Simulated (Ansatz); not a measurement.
Two isomers of C4H6O: A = `C=C=C(C)O`, B = `C#CCOC`.

Computed with Ansatz on PBE0-D4/def2-TZVP structures; ΔE is electronic, products minus reactants. CCSD(T)/CBS adds triple-zeta CCSD(T) − MP2 to the extrapolated MP2 energy (def2 sets, frozen cores). DFT in def2-TZVPP. B3LYP here is the variant with VWN-RPA as its local correlation; programs differ in this. Each species was taken in one conformer, which may not be the lowest.

Task: Which is lower in electronic energy at CCSD(T)/CBS, and by how much? (An estimate is asked.)

Result: The calculation gave: A, by 73.6 kJ/mol.

Task: Give E(B) − E(A) in kJ/mol with CCSD/def2-TZVPP, B2PLYP, HF/def2-TZVPP, PBE0-D4, CCSD(T)/def2-TZVPP, B3LYP, PBE-D4. (An estimate is asked.)

Result: Computed: CCSD/def2-TZVPP 69.3, B2PLYP 75.7, HF/def2-TZVPP 61.0, PBE0-D4 92.8, CCSD(T)/def2-TZVPP 72.0, B3LYP 85.7, PBE-D4 98.7. None reverses the order clearly.

Largest T1 diagnostic: 0.012.

From PBE to PBE0 (25 % exact exchange), in def2-TZVPP and without D4, E(B) − E(A) moves by −5.9 kJ/mol. In def2-TZVPP, CCSD(T) changes the Hartree–Fock value by +11.0 kJ/mol (the triples alone add +2.7 kJ/mol) and MP2 by +4.3 kJ/mol.
